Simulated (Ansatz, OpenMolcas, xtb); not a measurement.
Ligand exchange: BCl + SiH3F → BF + SiH3Cl

Species: BCl, singlet; SiH3F `F[SiH3]`, singlet; BF, singlet; SiH3Cl (chlorosilane) `[SiH3]Cl`, singlet. The partners trade Cl for F: B–Cl and Si–F bonds give way to B–F and Si–Cl.

Shapes, held fixed at every level: PBE0-D4/def2-TZVP. Programs: Ansatz 0.2.0, OpenMolcas 26.06, xtb 6.7.1. A level may come from different programs for different species; with the same settings they agree closely. The zero-point and thermal change to 298 K, harmonic and unscaled (PBE0-D4/def2-TZVP), is +0.7 kJ/mol.

```csv
level,kind,ΔH(298 K) (kJ/mol)
GFN1-xTB,semi-empirical,+10.8
SVWN5/STO-3G,LDA,-266.3
PBE/STO-3G,GGA,-252.6
CAM-B3LYP/STO-3G,range-separated hybrid,-260.2
RPA@PBE/STO-3G,RPA,-266.8
"CASSCF(2,2)/STO-3G",multireference,-228.2
CCSD(T)/STO-3G,coupled cluster or CI,-258.1
CCSDT(Q)/STO-3G,coupled cluster or CI,-258.0
B3LYP/6-31G* (spherical functions),global hybrid,-78.8
```

B3LYP/6-31G* (spherical functions) gives ΔH(298 K) = -78.8 kJ/mol; the levels span -266.8 to +10.8. They disagree on the sign: 1 of 9 are positive. GFN1-xTB strays far from the other rows. The median of the levels is -258.0. No measured value is set beside it here. T1 is large for BF (0.021), so single-reference values are less sure there. B3LYP/6-31G* (spherical functions) lies outside the range of all other levels here, so it shouldn't be taken on trust. Rows in sets without polarisation functions are far from converged.
